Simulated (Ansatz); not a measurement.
Input file:

```yaml
crystal:
  periodic: [false, false, false]
  atoms:
    - {symbol: As, position_ang: [0.000000, 0.000000, 0.000000]}
    - {symbol: F, position_ang: [0.000000, 0.000000, -1.800000]}
    - {symbol: F, position_ang: [0.000000, 0.000000, 1.800000]}
basis:
  gaussian: {orbitals: cc-pVDZ}
magnetization: {spin_polarized: false, initial_magnetization: 3}
correlation: {method: fic_mrcisd_q, electrons: outside_noble_gas, active_space: {window: {electrons: 15, orbitals: 10}, shells: [{species: As, l: s, shell: 4}, {species: As, l: p, shell: 4}, {species: F, l: p, shell: 2}]}}
```

```sh
$ ansatz run in.yaml --threads 1 --pin off --events-out ev --progress --plain --max-ram 2393MiB
```

The program prints:

```
995 factors; integrals over basis functions are off by at most 7.8e-8 eV
mean field evaluation 1: about -66202.0239 eV, gradient 2.6e1 eV
mean field evaluation 2: about -66202.0801 eV, gradient 2.7e1 eV
mean field evaluation 4: about -66203.8867 eV, gradient 2.7e0 eV
mean field evaluation 8: about -66203.9173 eV, gradient 2.2e-1 eV
mean field evaluation 16: about -66203.9177 eV, gradient 2.7e-6 eV
mean field -66203.91766630 eV, -2432.9490996094 hartree, gradient 2.7e-6 eV, S^2 3.750000; 0 other end points of the search recorded, 0 dependent functions left out
reference -66203.91766630 eV, -2432.9490996094 hartree; 27, 24 occupied and 28, 31 virtual orbitals, 995 factors
state -66205.06520791 eV, -2432.9912709858 hartree
contracted CI cycle   1: correlation 0.00000000 eV, 0.0000000000 hartree, residual 4.12e1 eV
contracted CI cycle   2: correlation -10.35571885 eV, -0.3805656482 hartree, residual 6.58e0 eV
contracted CI cycle   3: correlation -10.71005932 eV, -0.3935874203 hartree, residual 1.25e0 eV
contracted CI cycle   4: correlation -10.72451160 eV, -0.3941185319 hartree, residual 3.02e-1 eV
contracted CI cycle   5: correlation -10.72525832 eV, -0.3941459733 hartree, residual 7.00e-2 eV
contracted CI cycle   6: correlation -10.72529725 eV, -0.3941474041 hartree, residual 1.77e-2 eV
contracted CI cycle   7: correlation -10.72529971 eV, -0.3941474943 hartree, residual 3.91e-3 eV
contracted CI cycle   8: correlation -10.72529983 eV, -0.3941474989 hartree, residual 8.94e-4 eV
state -66205.06520791 eV, -2432.9912709858 hartree; corrected -66216.71788897 eV, -2433.4194991162 hartree
Total energy: -66216.71788897 eV, -2433.4194991162 hartree
Checks for a lower state left out: starts, orbital_swaps
```

Natural occupations: 1.9970 1.9970 1.9953 1.9953 1.9895 1.9651 1.0113 1.0074 1.0074 0.0348.

Ran on 1 thread of Arm Neoverse V2, shared host: 8 s wall, 0.57 GiB peak host memory.
